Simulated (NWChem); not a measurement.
**One shape, several levels: C4H8 (cyclobutane)**

Aim: a comparison of 6 runs (HF/STO-3G, B3LYP/6-31G*, CAM-B3LYP/6-31G*, M06-2X/6-31G*, MP3/6-31G*) of C4H8 (cyclobutane). 

The calculation is run with NWChem 7.3.0.

1 further run of the same task is left out (it didn't finish).

**1. The structure to begin with**

C4H8 has 12 atoms, charge 0, and is taken as a singlet. SMILES: `C1CCC1`. The shape is that of a PBE0-D4/def2-TZVP optimisation.

Bond lengths: C1–C2 1.541 Å, C2–C3 1.541 Å, C1–C4 1.541 Å, C3–C4 1.541 Å, C1–H5 1.093 Å, C1–H6 1.091 Å, C2–H7 1.093 Å, C2–H8 1.091 Å, C3–H9 1.093 Å, C3–H10 1.091 Å, C4–H11 1.093 Å, C4–H12 1.091 Å. Some angles: C1–C2–C3 88.3°, C2–C1–C4 88.3°, C2–C3–C4 88.3°, C1–C4–C3 88.3°, C1–C2–H7 111.3°, C1–C2–H8 118.1°, C3–C2–H7 111.3°, C3–C2–H8 118.1°, C2–C1–H5 111.3°, C2–C1–H6 118.1°.

**2. Energy and forces at HF/STO-3G (run 1)**

run.nw

```
start run
title "C4H8 hf"
memory stack 880 mb heap 220 mb global 1100 mb

geometry noautosym nocenter noautoz
  C       -0.915600       0.295800      -0.476200
  C       -0.357100       0.346000       0.959200
  C        1.013600      -0.070500       0.391400
  C        0.284800      -0.589700      -0.863200
  H       -0.858100       1.274600      -0.958400
  H       -1.919500      -0.105500      -0.623800
  H       -0.786200      -0.444600       1.579500
  H       -0.423100       1.289100       1.504200
  H        1.628700       0.802300       0.160000
  H        1.615300      -0.776700       0.966000
  H        0.041300      -1.650700      -0.769700
  H        0.753100      -0.425300      -1.835000
end

basis spherical bse
  * library STO-3G
end

scf
  thresh 1e-08
  maxiter 80
  noprint "final vectors analysis"
end

task scf gradient
```

Command:

```console
$ nwchem run.nw > run.out
```

Standard output:

```text
[...]
  functions       =    28
[...]
  wavefunction    = RHF
[...]
         Total SCF energy =   -154.271689928944
      One-electron energy =   -460.666096921955
      Two-electron energy =    178.782089493413
 Nuclear repulsion energy =    127.612317499598
        Time for solution =      1.3s
[...]
                         RHF ENERGY GRADIENTS
    atom               coordinates                        gradient
                 x          y          z           x          y          z
   1 C      -1.730233   0.558981  -0.899888    0.011941  -0.008357   0.008490
   2 C      -0.674821   0.653845   1.812625    0.006784  -0.001144  -0.015509
   3 C       1.915426  -0.133226   0.739639   -0.016138  -0.002887  -0.004218
   4 C       0.538194  -1.114371  -1.631211   -0.002623   0.012425   0.011098
   5 H      -1.621574   2.408645  -1.811113    0.000630   0.004535  -0.002091
   6 H      -3.627329  -0.199366  -1.178811   -0.004077   0.000318  -0.001605
   7 H      -1.485703  -0.840172   2.984822   -0.001912  -0.003901   0.002594
   8 H      -0.799543   2.436046   2.842526   -0.001158   0.002381   0.003590
   9 H       3.077797   1.516127   0.302356    0.002490   0.004103  -0.001218
  10 H       3.052474  -1.467750   1.825475    0.003835  -0.001236   0.001994
  11 H       0.078046  -3.119371  -1.454522   -0.001252  -0.004765   0.000774
[...]
```

It took 2 s on 1 thread of AMD EPYC 9R14 (Zen 4), shared host; peak memory 0.1 GiB.

**3. Energy and forces at B3LYP/6-31G(d) (spherical functions) (run 2)**

struct.nw

```
START struct
TITLE "C4H8 B3LYP"
memory 2200 mb

GEOMETRY noautosym nocenter noautoz
  C     -0.915600     0.295800    -0.476200
  C     -0.357100     0.346000     0.959200
  C      1.013600    -0.070500     0.391400
  C      0.284800    -0.589700    -0.863200
  H     -0.858100     1.274600    -0.958400
  H     -1.919500    -0.105500    -0.623800
  H     -0.786200    -0.444600     1.579500
  H     -0.423100     1.289100     1.504200
  H      1.628700     0.802300     0.160000
  H      1.615300    -0.776700     0.966000
  H      0.041300    -1.650700    -0.769700
  H      0.753100    -0.425300    -1.835000
END

BASIS "ao basis" spherical bse
  C library 6-31G*
  H library 6-31G*
END

DFT
  xc b3lyp
  grid xfine
  convergence energy 1e-08
  iterations 100
  mulliken
  print medium
END

TASK dft gradient
```

Command:

```console
$ nwchem struct.nw > struct.out
```

Standard output:

```text
[...]
          Wavefunction type:  closed shell.
          No. of atoms     :    12
          No. of electrons :    32
[...]
          Charge           :     0
          Spin multiplicity:     1
[...]
          AO basis - number of functions:    72
[...]
              XC Information
              --------------
                         B3LYP Method XC Potential
                     Hartree-Fock (Exact) Exchange  0.200
                        Slater Exchange Functional  0.800 local
                    Becke 1988 Exchange Functional  0.720 non-local
              Lee-Yang-Parr Correlation Functional  0.810
                  VWN I RPA Correlation Functional  0.190 local
[...]
 d= 0,ls=0.0,diis     1   -157.1739681373 -2.85D+02  7.14D-03  2.88D-01     3.6
[...]
 d= 0,ls=0.0,diis     7   -157.2100450922 -4.03D-10  8.38D-08  4.04D-11    21.1
         Total DFT energy =     -157.210045092208
      One electron energy =     -462.634528846422
           Coulomb energy =      202.576563083161
    Exchange-Corr. energy =      -24.764396828545
 Nuclear repulsion energy =      127.612317499598
[...]
  wavefunction    = closed shell
                         DFT ENERGY GRADIENTS
    atom               coordinates                        gradient
                 x          y          z           x          y          z
   1 C      -1.730233   0.558981  -0.899888    0.004552  -0.002353   0.002806
   2 C      -0.674821   0.653845   1.812625    0.002222  -0.001091  -0.005368
   3 C       1.915426  -0.133226   0.739639   -0.005599  -0.000326  -0.001817
   4 C       0.538194  -1.114371  -1.631211   -0.001200   0.003798   0.004280
   5 H      -1.621574   2.408645  -1.811113    0.000415  -0.002045   0.001206
   6 H      -3.627329  -0.199366  -1.178811    0.002578   0.000774   0.000507
   7 H      -1.485703  -0.840172   2.984822    0.001019   0.001307  -0.001720
   8 H      -0.799543   2.436046   2.842526    0.000280  -0.002186  -0.001539
   9 H       3.077797   1.516127   0.302356   -0.001782  -0.001684   0.000244
  10 H       3.052474  -1.467750   1.825475   -0.001670   0.001543  -0.001375
  11 H       0.078046  -3.119371  -1.454522    0.000317   0.002400   0.000310
[...]
```

Wall time 27 s (1 thread of AMD EPYC 9R14 (Zen 4), shared host); peak memory 0.15 GiB.

Runs 3 to 5 aren't shown in full; the table further down has their settings and results.

**4. The energy at MP3/6-31G(d) (spherical functions) (run 6)**

run.py

```python
from ase import Atoms
from ase.calculators.nwchem import NWChem

molecule = Atoms(['C', 'C', 'C', 'C', 'H', 'H', 'H', 'H', 'H', 'H', 'H', 'H'], positions=[
    [-0.915600, 0.295800, -0.476200],
    [-0.357100, 0.346000, 0.959200],
    [1.013600, -0.070500, 0.391400],
    [0.284800, -0.589700, -0.863200],
    [-0.858100, 1.274600, -0.958400],
    [-1.919500, -0.105500, -0.623800],
    [-0.786200, -0.444600, 1.579500],
    [-0.423100, 1.289100, 1.504200],
    [1.628700, 0.802300, 0.160000],
    [1.615300, -0.776700, 0.966000],
    [0.041300, -1.650700, -0.769700],
    [0.753100, -0.425300, -1.835000],
])

calc = NWChem(
    label='struct',
    theory='tce',
    memory='2200 mb',
    basis='6-31G*',
    basispar='spherical bse',
    scf={'nopen': '0', 'rhf': None, 'thresh': '1e-08', 'maxiter': '80'},
    tce={'scf': None, 'mbpt3': None, 'freeze': 'core 4', 'maxiter': '60'},
    task='energy',
)
molecule.calc = calc

print(f"energy = {molecule.get_potential_energy():.6f} eV")
```

Command:

```console
$ export ASE_NWCHEM_COMMAND="nwchem PREFIX.nwi > PREFIX.nwo"
$ python run.py
```

Standard output:

```text
energy = -4262.708702 eV
```

The calculator wrote struct.nwi:

```
title "struct"

permanent_dir struct

scratch_dir struct

start struct

geometry units angstrom nocenter noautosym noautoz
  C  -9.1559999999999997e-01 2.9580000000000001e-01 -4.7620000000000001e-01
  C  -3.5709999999999997e-01 3.4599999999999997e-01 9.5920000000000005e-01
  C  1.0136000000000001e+00 -7.0499999999999993e-02 3.9140000000000003e-01
  C  2.8480000000000000e-01 -5.8970000000000000e-01 -8.6319999999999997e-01
  H  -8.5809999999999997e-01 1.2746000000000000e+00 -9.5840000000000003e-01
  H  -1.9195000000000000e+00 -1.0550000000000000e-01 -6.2380000000000002e-01
  H  -7.8620000000000001e-01 -4.4460000000000000e-01 1.5794999999999999e+00
  H  -4.2309999999999998e-01 1.2890999999999999e+00 1.5042000000000000e+00
  H  1.6287000000000000e+00 8.0230000000000001e-01 1.6000000000000000e-01
  H  1.6153000000000000e+00 -7.7669999999999995e-01 9.6599999999999997e-01
  H  4.1300000000000003e-02 -1.6507000000000001e+00 -7.6970000000000005e-01
  H  7.5309999999999999e-01 -4.2530000000000001e-01 -1.8350000000000000e+00
end

memory 2200 mb

basis spherical bse noprint
   * library 6-31G*
end

scf
  nopen 0
  rhf
  thresh 1e-08
  maxiter 80
end
tce
  scf
  mbpt3
  freeze core 4
  maxiter 60
end

task tce energy
```

struct.nwo:

```text
Northwest Computational Chemistry Package (NWChem) 7.3.0
             --------------------------------------------------------

           Job information
           ---------------

    nwchem branch   = 7.3.0
    use scalapack   = T
    input           = struct.nwi
    prefix          = struct.
    data base       = struct/struct.db
    status          = startup
    nproc           =        1

           Memory information
           ------------------

    heap     =     72089596 doubles =      550.0 Mbytes
    stack    =     72089601 doubles =      550.0 Mbytes
    global   =    144179200 doubles =     1100.0 Mbytes (distinct from heap & stack)
    total    =    288358397 doubles =     2200.0 Mbytes
    verify   = yes
    hardfail = no

[... 144 lines left out ...]
 Convergence threshold     :          1.000E-08
[... 12 lines left out ...]
       Final RHF  results
[... 3 lines left out ...]
      One-electron energy =   -462.099000204391
[... 1 line left out ...]
 Nuclear repulsion energy =    127.612317499597
[... 34 lines left out ...]
                       ROHF Final Molecular Orbital Analysis
[... 339 lines left out ...]
 MBPT(2) total energy / hartree       =      -156.612553956938029
[... 1 line left out ...]
 MBPT(3) iterations
 --------------------------------------------------------
 Iter          Residuum       Correlation     Cpu    Wall
 --------------------------------------------------------
    1   0.1987196160117   0.0000000000000     0.3     0.3
    2   0.0000000000040  -0.0391027568403     0.3     0.3
 --------------------------------------------------------
 Iterations converged
 MBPT(3) correlation energy / hartree =        -0.039102756840332
 MBPT(3) total energy / hartree       =      -156.651656713778351

 Task  times  cpu:       15.5s     wall:       15.5s
 Total times  cpu:       15.6s     wall:       15.6s
```

Run time: 17 s. Hardware: 1 thread of AMD EPYC 9R14 (Zen 4), shared host; peak memory 0.77 GiB.

**5. All runs side by side**

| run | level | iteration cap | module | energy (Eh) | dipole moment (D) | largest force (eV/Å) | wall time |
| --- | --- | --- | --- | --- | --- | --- | --- |
| 1 | HF/STO-3G | 80 | scf | -154.271690 | 0.00 | 0.872 | 2 s |
| 2 | B3LYP/6-31G* (spherical functions) | 100 | dft | -157.210045 | 0.00 | 0.304 | 27 s |
| 3 | CAM-B3LYP/6-31G* (spherical functions) | 100 | dft | -157.107714 | 0.00 | 0.131 | 49 s |
| 4 | M06-2X/6-31G* (spherical functions) | 100 | dft | -157.122241 | 0.00 | 0.152 | 40 s |
| 5 | B3LYP/6-31G* (Cartesian functions) | 100 | dft | -157.212745 | 0.00 | 0.299 | 29 s |
| 6 | MP3/6-31G* (spherical functions) | 80 | tce | -156.651657 | – | – | 17 s |

**6. What came out**

```
                                          quantity          value
                               run 6: total energy  -156.65166 Eh
        run 6: HOMO energy (Hartree–Fock orbitals)      -11.84 eV
        run 6: LUMO energy (Hartree–Fock orbitals)        6.41 eV
      run 6: HOMO–LUMO gap (Hartree–Fock orbitals)       18.25 eV
run 6: correlation energy (4 core orbitals frozen)     -555.6 mEh
```

In words: Over runs 2, 4, 5 the HOMO–LUMO gap runs from 10.80 eV (B3LYP/6-31G*) to 13.50 eV (M06-2X/6-31G*). Totals of different functionals can't be ranked against each other. In run 1 the basis is minimal, so the values are rough. All runs together took 2.7 min, the longest 49 s.
